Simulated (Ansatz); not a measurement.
Input for Ansatz (development build ahead of 0.2.0):

```yaml
crystal:
  periodic: [false, false, false]
  atoms:
    - { symbol: C, position_ang: [0.0, 0.0, 0.0] }
    - { symbol: O, position_ang: [0.7613, 1.01506, 2.19767] }
basis:
  gaussian: { orbitals: STO-3G }
total_charge: -1
magnetization:
  initial_magnetization: 1
hamiltonian:
  xc: hf
correlation:
  method: fci
  frozen_orbitals: { C: 1, O: 1 }
```

The input is written out in the form of the current development build from the run's settings.

Results

| Item | Value |
| --- | --- |
| Converged | yes |
| Total energy | -110.79259 hartree |
| State | lowest doublet root, of any spatial symmetry |

Caution: no diffuse functions for an anion.
